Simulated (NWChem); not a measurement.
# Correlation energy of N$_{2}$ (+1)

```xyz
2

N      0.0000     0.0000     0.5566
N      0.0000     0.0000    -0.5566
```
Charge +1, spin multiplicity 2.

Everything below was run with NWChem. The geometry was optimised at UB3LYP/def2-SVP, a minimum by its harmonic frequencies.

Basis set: def2-TZVP. Each correlation energy counts from its own Hartree-Fock reference.

The correlated methods keep 2 core orbitals frozen. The structure started from a generated list of species. The unpaired electrons of the parent sit in orbitals of symmetry ag (D2h labels of the run); other states weren't searched. No SCF solution was tested for a lower state. Open-shell Hartree-Fock references start from PBE0 orbitals. Coupled-cluster values serve here as a point of comparison, not as the truth.

### Question
Order these methods by the correlation energy they give, lowest first: CCSD[T] on ROHF, SCS-UMP2, UMP2, CCSD on ROHF, CCSD[T] on UHF, CCSD(T) on UHF.

### Answer
CCSD[T] on ROHF (-411.0 mHa), CCSD[T] on UHF (-400.6 mHa), CCSD(T) on UHF (-398.5 mHa), UMP2 (-388.1 mHa), CCSD on ROHF (-384.8 mHa), SCS-UMP2 (-377.1 mHa)
